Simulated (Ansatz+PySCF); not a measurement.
The numbers below are computed, except where a source is named.
This PySCF input gave a total energy of -77.97753 hartree.

```python
from pyscf import gto, scf

mol = gto.M(atom="""
C 0.000000 0.000000 -0.665310
C 0.000000 0.000000 0.665310
H 0.000000 -0.931140 -1.240310
H 0.000000 0.931140 -1.240310
H 0.000000 -0.931140 1.240310
H 0.000000 0.931140 1.240310
""", basis='def2-svp', charge=0, spin=0)
mf = scf.RHF(mol)
mf.init_guess = 'minao'
mf.kernel()
while True:  # follow internal instabilities
    mo, _, stable, _ = mf.stability(return_status=True)
    if stable: break
    mf.kernel(mf.make_rdm1(mo, mf.mo_occ))
print(mf.converged, mf.e_tot, mf.spin_square()[0])
```

Task: Write an input for Ansatz with the same method and basis set.

Result:

```yaml
crystal:
  periodic: [false, false, false]
  atoms:
    - { symbol: C, position_ang: [0.0, 0.0, -0.66531] }
    - { symbol: C, position_ang: [0.0, 0.0, 0.66531] }
    - { symbol: H, position_ang: [0.0, -0.93114, -1.24031] }
    - { symbol: H, position_ang: [0.0, 0.93114, -1.24031] }
    - { symbol: H, position_ang: [0.0, -0.93114, 1.24031] }
    - { symbol: H, position_ang: [0.0, 0.93114, 1.24031] }
basis:
  gaussian: { orbitals: def2-SVP }
hamiltonian:
  xc: hf
```

Ansatz (development build ahead of 0.2.0) gave -77.97753 hartree, 0.00 meV from the first.
